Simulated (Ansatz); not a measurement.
# SiHO+ (quintet): wave-function methods side by side, cc-pVDZ

An exercise on one series of results from a longer session: the logs are not shown, and one member is left open.

Method: cc-pVDZ, core rule «outside noble gas», up to 6 orbitals frozen; program: Ansatz 0.2.0, Gaussian basis.

The runs, in order: UHF; CCSD(T) on ROHF; CCSD(T) on UHF; BCCD(T) on ROHF; CISD; CCSDT(Q) on ROHF; CCSDT(Q) on UHF; CASSCF and MRCISD+Q, 10 electrons in 9 orbitals; CASSCF and NEVPT2, 10 electrons in 9 orbitals.

35 further runs of the same task are left out: 9 for a known fault of the program, 10 that didn't finish, 16 set aside as unsound or not needed.

### What is computed

The geometry is a PBE0/def2-TZVP stationary point (not a proven minimum) of the parent state, kept for this charge and spin.

3 atoms, charge 1, spin multiplicity 5.

Atoms are counted from 1 here; the program's logs count them from 0.

Bond lengths: Si1–O2 1.728 Å, Si1–H3 1.496 Å. Angles: O2–Si1–H3 115.5°.

As a file:

```xyz
3

Si    0.0000   -0.0944    0.5921
O     0.0000    0.0915   -1.1262
H     0.0000    1.1795    1.3768
```

Set-up of the first run:

The input, in.yaml:

```yaml
crystal:
  periodic: [false, false, false]
  atoms:
    - {symbol: Si, position_ang: [0.000000, -0.094440, 0.592147]}
    - {symbol: O, position_ang: [0.000000, 0.091474, -1.126196]}
    - {symbol: H, position_ang: [0.000000, 1.179495, 1.376770]}
basis:
  gaussian: {orbitals: cc-pVDZ}
total_charge: 1
magnetization: {spin_polarized: true, initial_magnetization: 4}
hamiltonian: {xc: hf}
output: {orbitals: {seedname: orbitals}}
```

Command:

```sh
$ ansatz run in.yaml --threads 1 --pin off --events-out ev --progress --plain --max-ram 2393MiB
```

Among the steps run: UHF; CCSD(T) on ROHF; CCSD(T) on UHF; BCCD(T) on ROHF; CISD; CCSDT(Q) on ROHF; CCSDT(Q) on UHF; CASSCF and MRCISD+Q, 10 electrons in 9 orbitals; CASSCF and NEVPT2, 10 electrons in 9 orbitals.

One of the session's tables, all rows but one given; the rest of the session is left out.

It belongs to the step «Misses and costs». 

| method | from UCCSDT(Q) (kcal/mol) |
| --- | --- |
| ROHF | +120.60 |
| UHF | +115.80 |
| RMP2 | +22.70 |
| UMP2 | +22.58 |
| CISD | +7.83 |
| RCCSD | +2.84 |
| UCCSD | +2.74 |
| RCCSD(T) | +0.78 |
| UCCSD(T) | +0.74 |
| BCCD(T) | +0.76 |
| RCCSDT | ? |
| UCCSDT | +0.10 |
| RCCSDT(Q) | +0.05 |
| UCCSDT(Q) | 0 |
| CASSCF valence | +97.33 |
| NEVPT2 valence | +21.15 |
| MRCISD valence | +5.65 |
| MRCISD+Q valence | +0.88 |

Q: Estimate the row for RCCSDT from the others.

The run gave: from UCCSDT(Q) (kcal/mol): +0.15. In the column «from UCCSDT(Q) (kcal/mol)» it lies between UCCSDT (+0.10) and UCCSD(T) (+0.74).

Limits of these values: Restricted and unrestricted rows rest on different reference determinants; where their highest levels disagree by more than a few hundredths of an eV, they describe different states and don't form one ladder.
